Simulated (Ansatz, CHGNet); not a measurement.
Ladder of methods for the formation enthalpy of tetradymite Bi₂Te₃

Reference value: -0.163 ± 0.004 eV/atom (measured, 298 K, copied from a table, unchecked, no zero-point or thermal correction; as tabulated in Wang et al. (2021), doi:10.1038/s41598-021-94550-5).

| level (code) | value (eV/atom) |
|---|---|
| CHGNet-r²SCAN | -0.332 |
| LDA (Ansatz) | -0.216 |
| PBE (Ansatz) | (withheld) |
| PBEsol (Ansatz) | (withheld) |
| revPBE (Ansatz) | (withheld) |
| RPBE (Ansatz) | -0.254 |
| PBE-D4 (Ansatz) | (withheld) |
| PBEsol-D3(BJ) (Ansatz) | -0.216 |
| r²SCAN (Ansatz) | -0.272 |
| r²SCAN-D4 (Ansatz) | -0.273 |
| r²SCAN+rVV10 (Ansatz) | -0.271 |
| PBE0 (Ansatz) | -0.257 |

What belongs in the gaps?


- PBE (Ansatz, a program for electronic structure), value (eV/atom): -0.241
- PBEsol (Ansatz), value (eV/atom): -0.225
- revPBE (Ansatz), value (eV/atom): -0.264
- PBE-D4 (Ansatz), value (eV/atom): -0.235

Differences against the reference: CHGNet-r²SCAN -0.169 eV/atom, LDA -0.053 eV/atom, PBE -0.078 eV/atom, PBEsol -0.062 eV/atom, revPBE -0.101 eV/atom, RPBE -0.091 eV/atom, PBE-D4 -0.072 eV/atom, PBEsol-D3(BJ) -0.053 eV/atom, r²SCAN -0.109 eV/atom, r²SCAN-D4 -0.110 eV/atom, r²SCAN+rVV10 -0.108 eV/atom, PBE0 -0.094 eV/atom.

Leaving aside CHGNet-r²SCAN (doubt noted below): The reference is too small against the doubts on it for a ranking.

The measured value isn't corrected to a static lattice, so vibrations enter the comparison.  Density-functional levels without +SOC have no spin–orbit coupling, which shifts binding energies of heavy elements. CHGNet-r²SCAN: the cell has another shape than the first-principles one, perhaps another minimum in the same group. LDA: LDA has no dispersion term either, though it tends to give short spacings of layers, chains or molecules. PBE, PBEsol, revPBE, RPBE, r²SCAN, PBE0: the cell comes from a level without a dispersion term, which matters for the spacing of layers, chains or molecules. revPBE, RPBE: for a layered or molecular solid the relaxed cell lies over 5 % above the published volume, where the minimum can be shallow. revPBE, RPBE: an element that serves as reference has a cell well above its measured volume. Each level is taken at its own relaxed cell. Cutoffs and k meshes differ between the levels. Ansatz's density-functional and Hartree–Fock values are scalar-relativistic unless marked +SOC, with PAW data made under PBE.

Machine-learned potentials (CHGNet-r²SCAN) are trained on DFT data: a solid inside that data is no test of them.

Differences are worked out from the printed values.
